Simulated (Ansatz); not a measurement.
Born–Oppenheimer molecular dynamics of C₃H₃O (7 atoms, charge 0, multiplicity 2). It starts at the highest image of a converged band, a first-order saddle point between two minima.

All numbers below come from UKS CAM-B3LYP-D4/def2-SVP (Ansatz).

- ensemble: NVE (velocity Verlet)
- time step: 0.5 fs
- steps asked: 200
- starting velocities drawn for: 100 K
- seed: 10742

Frames 5 fs apart, positions in Å.

Velocities at 35.0 fs (Å/ps):

```
C -0.61 -2.22 3.49
C 7.88 1.21 -8.53
C -9.50 -7.00 13.57
O 0.63 1.66 -4.85
H 3.43 -5.33 13.72
H -3.08 6.77 -43.60
H 16.22 67.66 5.28
```

```xyz
7
Properties=species:S:1:pos:R:3 time_fs=35.0 energy_less_start_eV=-0.622 T=1064
C -1.278 0.838 -0.868
C -0.397 0.292 -0.231
C 0.728 -0.300 0.449
O 0.580 -1.618 0.724
H -2.041 1.271 -1.464
H 1.722 -0.321 0.174
H 0.594 0.065 1.522
7
Properties=species:S:1:pos:R:3 time_fs=40.0 energy_less_start_eV=-0.840 T=1399
C -1.274 0.822 -0.846
C -0.361 0.306 -0.287
C 0.673 -0.334 0.537
O 0.580 -1.622 0.702
H -2.081 1.277 -1.422
H 1.755 -0.151 -0.080
H 0.774 0.374 1.450
7
Properties=species:S:1:pos:R:3 time_fs=45.0 energy_less_start_eV=-0.436 T=772
C -1.291 0.819 -0.843
C -0.315 0.311 -0.334
C 0.645 -0.324 0.604
O 0.582 -1.641 0.689
H -2.098 1.274 -1.345
H 1.466 -0.045 -0.091
H 1.032 0.436 1.303
7
Properties=species:S:1:pos:R:3 time_fs=50.0 energy_less_start_eV=-0.375 T=678
C -1.297 0.814 -0.844
C -0.301 0.318 -0.354
C 0.624 -0.293 0.619
O 0.589 -1.654 0.690
H -2.166 1.298 -1.316
H 1.452 -0.137 -0.171
H 1.157 0.314 1.422
7
Properties=species:S:1:pos:R:3 time_fs=55.0 energy_less_start_eV=-0.614 T=1050
C -1.297 0.811 -0.853
C -0.330 0.336 -0.337
C 0.642 -0.282 0.582
O 0.595 -1.646 0.700
H -2.139 1.263 -1.278
H 1.634 -0.343 -0.167
H 0.987 0.121 1.554
7
Properties=species:S:1:pos:R:3 time_fs=60.0 energy_less_start_eV=-0.731 T=1233
C -1.302 0.816 -0.870
C -0.356 0.350 -0.279
C 0.708 -0.310 0.504
O 0.590 -1.633 0.712
H -2.195 1.266 -1.331
H 1.668 -0.419 0.137
H 0.687 0.110 1.562
7
Properties=species:S:1:pos:R:3 time_fs=65.0 energy_less_start_eV=-0.493 T=863
C -1.309 0.824 -0.882
C -0.381 0.361 -0.231
C 0.749 -0.345 0.457
O 0.571 -1.640 0.723
H -2.157 1.225 -1.371
H 1.975 -0.175 0.275
H 0.520 0.197 1.417
7
Properties=species:S:1:pos:R:3 time_fs=70.0 energy_less_start_eV=-0.450 T=794
C -1.294 0.821 -0.873
C -0.400 0.368 -0.222
C 0.797 -0.362 0.431
O 0.550 -1.650 0.732
H -2.145 1.212 -1.436
H 1.734 0.153 0.323
H 0.562 0.198 1.387
7
Properties=species:S:1:pos:R:3 time_fs=75.0 energy_less_start_eV=-0.497 T=867
C -1.295 0.826 -0.868
C -0.378 0.348 -0.226
C 0.772 -0.352 0.435
O 0.546 -1.649 0.733
H -2.085 1.200 -1.464
H 1.669 0.342 0.150
H 0.682 0.057 1.516
7
Properties=species:S:1:pos:R:3 time_fs=80.0 energy_less_start_eV=-0.855 T=1420
C -1.280 0.822 -0.853
C -0.361 0.322 -0.245
C 0.701 -0.301 0.470
O 0.564 -1.638 0.720
H -2.071 1.231 -1.496
H 1.695 0.080 -0.040
H 0.828 -0.122 1.571
7
Properties=species:S:1:pos:R:3 time_fs=85.0 energy_less_start_eV=-0.587 T=1009
C -1.265 0.818 -0.845
C -0.373 0.310 -0.267
C 0.664 -0.265 0.516
O 0.586 -1.631 0.695
H -2.006 1.250 -1.450
H 1.573 -0.404 -0.072
H 0.935 -0.026 1.571
7
Properties=species:S:1:pos:R:3 time_fs=90.0 energy_less_start_eV=-0.615 T=1051
C -1.276 0.830 -0.864
C -0.371 0.301 -0.261
C 0.659 -0.286 0.576
O 0.595 -1.635 0.671
H -2.049 1.321 -1.454
H 1.597 -0.596 -0.111
H 0.981 0.394 1.445
```

Of the whole run (100 fs, mean temperature of the second half 989 K): The conserved energy stayed within 0.43 meV per atom of its start (net change -0.19 meV per atom), so the integration is sound. The kinetic energy rose, since the run started high on the potential surface and went downhill. A run of 0.1 ps of so small a system gives no equilibrium averages.

The run took 5.7 min on 2 threads of Intel(R) Xeon(R) Platinum 8488C (Sapphire Rapids), on a shared host, peak memory 0.2 GiB.
